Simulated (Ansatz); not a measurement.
An input for triplet SiH3OF

SiH3OF has 6 atoms, charge 0, and is taken as a triplet. As SMILES of the parent species, `O[SiH2]F`. The shape is that of a PBE0-D4/def2-TZVP optimisation. This is one conformer, not always the lowest. That shape belongs to the parent species and isn't relaxed for this state.

```xyz
6

O    -0.8535   -0.2092   -0.9241
Si    0.3783   -0.0093    0.1239
F     0.1808   -0.9228    1.4178
H    -1.7142    0.1502   -0.7056
H     1.5956   -0.4585   -0.5758
H     0.4551    1.3856    0.6176
```

Settings wanted:

```
basis set     : aug-cc-pVDZ
task          : energy
method        : DFT
functional    : BHLYP
dispersion    : none
reference     : UKS
accuracy      : high
start density : atoms
```

Write the Ansatz 0.2.0 input and the command.

One that was run (others would do as well):

run.yaml:
```yaml
crystal:
  periodic: [false, false, false]
  atoms:
    - symbol: O
      position_ang: [-0.853500, -0.209200, -0.924100]
    - symbol: Si
      position_ang: [0.378300, -0.009300, 0.123900]
    - symbol: F
      position_ang: [0.180800, -0.922800, 1.417800]
    - symbol: H
      position_ang: [-1.714200, 0.150200, -0.705600]
    - symbol: H
      position_ang: [1.595600, -0.458500, -0.575800]
    - symbol: H
      position_ang: [0.455100, 1.385600, 0.617600]
basis:
  gaussian:
    orbitals: aug-cc-pVDZ
hamiltonian:
  xc: {name: BHLYP}
output:
  orbitals: {seedname: orbitals}
magnetization:
  spin_polarized: true
  initial_magnetization: 2
total_charge: 0
accuracy: high
```

```bash
$ ansatz run run.yaml --threads 1 --pin off --max-ram 3480MiB --events-out events.jsonl --progress --plain --runs-dir runs
```

Calculated total energy: -466.12285 Eh.
